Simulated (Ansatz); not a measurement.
Relaxation of C₂H₃Si (6 atoms, charge 1, multiplicity 1), to a largest force component of 0.02 eV/Å in at most 40 steps.

These are results of RKS r2SCAN/def2-SVP (Ansatz 0.2.0), not measurements.

```xyz
6
Properties=species:S:1:pos:R:3
C -0.247 0.422 -0.223
C 0.240 -0.797 0.268
Si 1.486 -1.604 1.218
H -1.110 -0.061 -0.740
H 0.323 0.919 -1.014
H -0.693 1.121 0.492
```

Q: Where does it end, and by what steps?

A: The forces met the threshold. Limits of this set-up: the dipole of an ion depends on the origin. After 34 steps the energy has fallen by 2.721 eV; H4 moved furthest, 1.68 Å. Parted: C1–H4. Joined: C1–Si3, C2–H4.

```tsv
step	energy less start (eV)	largest force component (eV/Å)	accepted
0	0.0000	0.782	yes
2	-0.1997	0.592	yes
4	-0.2551	1.091	yes
6	-0.3656	0.562	yes
8	-0.4757	0.496	yes
10	-0.4925	0.298	yes
12	-0.6310	0.703	yes
14	-0.8692	2.102	yes
16	-0.9465	0.871	yes
18	-1.4141	2.144	yes
20	-2.2367	1.130	yes
22	-2.4963	0.699	yes
24	-2.5342	0.163	yes
26	-2.5463	0.156	yes
28	-2.5992	1.390	yes
30	-2.6975	0.770	yes
32	-2.7203	0.122	yes
34	-2.7206	0.005	yes
```

```xyz
6
Properties=species:S:1:pos:R:3
C -0.122 0.545 -0.139
C 0.028 -0.794 -0.206
Si 0.635 -0.680 1.493
H -0.199 -1.438 -1.059
H -0.493 1.251 -0.898
H 0.150 1.117 0.809
```

Whether the end is a true minimum wasn't checked by a vibrational analysis.

Run time: 37 s on 1 thread of Intel(R) Xeon(R) 6975P-C (Granite Rapids), with other jobs on the host, peak memory 0.13 GiB.
